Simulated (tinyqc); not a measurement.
ROHF in the sto-3g basis, for LiH, spin multiplicity 3, step by step. One step of it, computed by the program tinyqc.

Task: Iteration 2: building the Fock matrix. J_ij = sum D_kl (ij|kl) with D = D(alpha) + D(beta), K_ij = sum D_kl (ik|jl) for each spin; F = H + J - K(s); E = tr D H + tr D J / 2 - 0.5 sum_s tr D(s) K(s) + E_nn.

D(alpha) after iteration 1, lower triangle:
```
            1Li 1s     1Li 2s   1Li 2px   1Li 2py   1Li 2pz     2H 1s
1Li 1s    1.061727
1Li 2s   -0.257689   1.077118
1Li 2px   0.000000   0.000000  0.000000
1Li 2py   0.000000   0.000000  0.000000  0.000000
1Li 2pz   0.031363  -0.117934  0.000000  0.000000  0.078803
2H 1s     0.022188  -0.132376  0.000000  0.000000  0.243600  0.813303
```

D(beta) after iteration 1, lower triangle:
```
            1Li 1s     1Li 2s   1Li 2px   1Li 2py    1Li 2pz     2H 1s
1Li 1s    0.984412
1Li 2s    0.030529   0.000947
1Li 2px   0.000000   0.000000  0.000000
1Li 2py   0.000000   0.000000  0.000000  0.000000
1Li 2pz   0.002631   0.000082  0.000000  0.000000   0.000007
2H 1s    -0.003239  -0.000100  0.000000  0.000000  -0.000009  0.000011
```

core Hamiltonian H = T + V (hartree), lower triangle:
```
            1Li 1s     1Li 2s    1Li 2px    1Li 2py    1Li 2pz      2H 1s
1Li 1s   -4.618872
1Li 2s   -1.035889  -1.313120
1Li 2px   0.000000   0.000000  -1.068300
1Li 2py   0.000000   0.000000   0.000000  -1.068300
1Li 2pz  -0.006666  -0.073648   0.000000   0.000000  -1.120952
2H 1s    -0.037408  -0.285990   0.000000   0.000000  -0.411732  -1.104900
```

Two-electron integrals (ij|kl) in chemists' order, unique and non-zero (hartree):
```
(11|11) 1.680395   (21|11) 0.265420   (21|21) 0.049941   (22|11) 0.397727
(22|21) 0.092860   (22|22) 0.290562   (31|31) 0.008981   (32|31) 0.013788
(32|32) 0.064184   (33|11) 0.396640   (33|21) 0.092880   (33|22) 0.290497
(33|33) 0.312946   (41|41) 0.008981   (42|41) 0.013788   (42|42) 0.064184
(43|43) 0.016869   (44|11) 0.396640   (44|21) 0.092880   (44|22) 0.290497
(44|33) 0.279207   (44|44) 0.312946   (51|51) 0.008981   (52|51) 0.013788
(52|52) 0.064184   (53|53) 0.016869   (54|54) 0.016869   (55|11) 0.396640
(55|21) 0.092880   (55|22) 0.290497   (55|33) 0.279207   (55|44) 0.279207
(55|55) 0.312946   (61|11) 0.008577   (61|21) 0.001649   (61|22) 0.003211
(61|33) 0.003166   (61|44) 0.003166   (61|51) 0.000241   (61|52) 0.000477
(61|55) 0.003306   (61|61) 0.000062   (62|11) 0.053763   (62|21) 0.012865
(62|22) 0.047520   (62|33) 0.044662   (62|44) 0.044662   (62|51) 0.001883
(62|52) 0.015122   (62|55) 0.053189   (62|61) 0.000534   (62|62) 0.017736
(63|31) 0.000598   (63|32) 0.003637   (63|53) 0.001816   (63|63) 0.000758
(64|41) 0.000598   (64|42) 0.003637   (64|54) 0.001816   (64|64) 0.000758
(65|11) 0.077469   (65|21) 0.018607   (65|22) 0.069987   (65|33) 0.065270
(65|44) 0.065270   (65|51) 0.002893   (65|52) 0.023487   (65|55) 0.079351
(65|61) 0.000784   (65|62) 0.027582   (65|65) 0.043036   (66|11) 0.212767
(66|21) 0.051299   (66|22) 0.206381   (66|33) 0.190557   (66|44) 0.190557
(66|51) 0.006653   (66|52) 0.070328   (66|55) 0.237789   (66|61) 0.002113
(66|62) 0.104612   (66|65) 0.165732   (66|66) 0.774606
```

nuclear repulsion = 0.63833198 hartree

Give: Coulomb J; exchange K(alpha); exchange K(beta); F(alpha); F(beta); total energy of this density.

Result:

Coulomb J (hartree), lower triangle:
```
         1Li 1s  1Li 2s  1Li 2px  1Li 2py  1Li 2pz  2H 1s
1Li 1s    3.975
1Li 2s    0.675   1.297
1Li 2px   0.000   0.000    1.280
1Li 2py   0.000   0.000    0.000    1.280
1Li 2pz   0.004   0.050    0.000    0.000    1.325
2H 1s     0.022   0.250    0.000    0.000    0.375  1.320
```

exchange K(alpha) (hartree), lower triangle:
```
         1Li 1s  1Li 2s  1Li 2px  1Li 2py  1Li 2pz  2H 1s
1Li 1s    1.702
1Li 2s    0.268   0.333
1Li 2px   0.000   0.000    0.073
1Li 2py   0.000   0.000    0.000    0.073
1Li 2pz   0.001  -0.008    0.000    0.000    0.164
2H 1s     0.010   0.122    0.000    0.000    0.204  0.699
```

exchange K(beta) (hartree), lower triangle:
```
         1Li 1s  1Li 2s  1Li 2px  1Li 2py  1Li 2pz  2H 1s
1Li 1s    1.670
1Li 2s    0.275   0.055
1Li 2px   0.000   0.000    0.010
1Li 2py   0.000   0.000    0.000    0.010
1Li 2pz   0.001   0.000    0.000    0.000    0.010
2H 1s     0.010   0.002    0.000    0.000    0.000  0.000
```

F(alpha) (hartree), lower triangle:
```
         1Li 1s  1Li 2s  1Li 2px  1Li 2py  1Li 2pz   2H 1s
1Li 1s   -2.346
1Li 2s   -0.628  -0.349
1Li 2px   0.000   0.000    0.138
1Li 2py   0.000   0.000    0.000    0.138
1Li 2pz  -0.004  -0.015    0.000    0.000    0.041
2H 1s    -0.025  -0.158    0.000    0.000   -0.241  -0.484
```

F(beta) (hartree), lower triangle:
```
         1Li 1s  1Li 2s  1Li 2px  1Li 2py  1Li 2pz  2H 1s
1Li 1s   -2.315
1Li 2s   -0.635  -0.071
1Li 2px   0.000   0.000    0.202
1Li 2py   0.000   0.000    0.000    0.202
1Li 2pz  -0.004  -0.023    0.000    0.000    0.195
2H 1s    -0.025  -0.038    0.000    0.000   -0.037  0.215
```

total energy of this density = -7.76959 hartree
